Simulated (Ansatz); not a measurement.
This Ansatz (a program for electronic structure) input (PBE/aug-cc-pVTZ) gives -151.72811 Eh with 161 basis functions. A basis named .json is the Basis Set Exchange file of that set (core-valence sets with the plain set on hydrogen).

Ansatz 0.2 input:
```yaml
crystal:
  periodic: [false, false, false]
  atoms:
    - {symbol: O, position_ang: [0.13599357, 0.55950266, -0.34160035]}
    - {symbol: O, position_ang: [-0.15958912, -0.65619836, 0.39793467]}
    - {symbol: H, position_ang: [1.05373037, 0.81572862, -0.07966861]}
    - {symbol: H, position_ang: [-0.34774107, -1.27257644, -0.34513535]}
    - {symbol: H, position_ang: [-0.51722487, 1.23041339, -0.02587059]}
basis:
  gaussian:
    orbitals: aug-cc-pVTZ
    fitting: {mean_field: def2-SV_P_-JKFIT.json}
hamiltonian:
  xc: {name: PBE}
total_charge: 1
magnetization: {spin_polarized: false}
```

Change:
```diff
- fitting: {mean_field: def2-SV_P_-JKFIT.json}
+ final_grid: {core_spheres: 8, valence_spheres: 7, degree: 23}
```

Problem. What does the run give now?

Solution. -151.72802 Eh (PBE/aug-cc-pVTZ, 161 functions), a change of +0.09 mEh.
